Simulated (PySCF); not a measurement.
First SCF of a structure search on doublet S₄⁺, at a hand-made tetrahedron geometry. PySCF input:

```python
from pyscf import gto, scf, dft
mol = gto.M(atom='''
S      0.728300     0.728300     0.728300
S      0.728300    -0.728300    -0.728300
S     -0.728300     0.728300    -0.728300
S     -0.728300    -0.728300     0.728300''',
    basis={'S': 'def2-TZVP'},
    charge=1, spin=1)
mf = dft.UKS(mol, xc='PBE0')
mf.grids.atom_grid = (50, 194)
aux = {'S': 'def2-universal-JKFIT'}
mf = mf.density_fit(auxbasis=aux)
mf.conv_tol = 1e-08
mf.diis_space = 10
mf.max_cycle = 60
mf.init_guess = 'minao'
mf.verbose = 4
mf.kernel()
```

Excerpt of the output (cycles alone):

```
init E= -1593.58563286322
cycle= 1 E= -1591.64904449243  delta_E= 1.94  |g|= 0.328  |ddm|= 2.09
cycle= 2 E= -1591.52390702352  delta_E= 0.125  |g|= 0.602  |ddm|= 1.47
cycle= 3 E= -1591.6961296342  delta_E= -0.172  |g|= 0.193  |ddm|= 0.989
cycle= 4 E= -1591.72139454342  delta_E= -0.0253  |g|= 0.0754  |ddm|= 0.412
cycle= 5 E= -1591.72894105102  delta_E= -0.00755  |g|= 0.044  |ddm|= 0.219
cycle= 6 E= -1591.73189303331  delta_E= -0.00295  |g|= 0.0369  |ddm|= 0.134
cycle= 7 E= -1591.73564277263  delta_E= -0.00375  |g|= 0.0156  |ddm|= 0.202
cycle= 8 E= -1591.73711023046  delta_E= -0.00147  |g|= 0.0112  |ddm|= 0.192
cycle= 9 E= -1591.73725963915  delta_E= -0.000149  |g|= 0.00857  |ddm|= 0.033
cycle= 10 E= -1591.73741394321  delta_E= -0.000154  |g|= 0.00484  |ddm|= 0.0311
cycle= 11 E= -1591.7376191378  delta_E= -0.000205  |g|= 0.00382  |ddm|= 0.0603
cycle= 12 E= -1591.73774855073  delta_E= -0.000129  |g|= 0.00319  |ddm|= 0.0448
cycle= 13 E= -1591.73792171329  delta_E= -0.000173  |g|= 0.00271  |ddm|= 0.0706
... 10 lines left out ...
cycle= 24 E= -1591.73840031869  delta_E= -9.42e-07  |g|= 0.000253  |ddm|= 0.00766
cycle= 25 E= -1591.73840102975  delta_E= -7.11e-07  |g|= 0.000161  |ddm|= 0.00486
cycle= 26 E= -1591.73840197318  delta_E= -9.43e-07  |g|= 0.00013  |ddm|= 0.0075
cycle= 27 E= -1591.73840266649  delta_E= -6.93e-07  |g|= 7.85e-05  |ddm|= 0.0087
cycle= 28 E= -1591.73840288721  delta_E= -2.21e-07  |g|= 6.61e-05  |ddm|= 0.00579
cycle= 29 E= -1591.7384029414  delta_E= -5.42e-08  |g|= 4.56e-05  |ddm|= 0.00234
cycle= 30 E= -1591.73840295438  delta_E= -1.3e-08  |g|= 3.11e-05  |ddm|= 0.000604
cycle= 31 E= -1591.73840296438  delta_E= -1e-08  |g|= 2.36e-05  |ddm|= 0.00108
Extra cycle  E= -1591.73840296785  delta_E= -3.47e-09  |g|= 2.7e-05  |ddm|= 0.00019
converged SCF energy = -1591.73840296785  <S^2> = 1.7888385  2S+1 = 2.855758
```

No lower solution of this spin was found from smeared starts or by a stability analysis within the unrestricted form.

The search for the lowest solution, 3 starts and the stability check together, took 65 s on 4 threads of a shared Arm Neoverse V1 host, with 148 basis functions; the process peaked at 0.63 GiB.
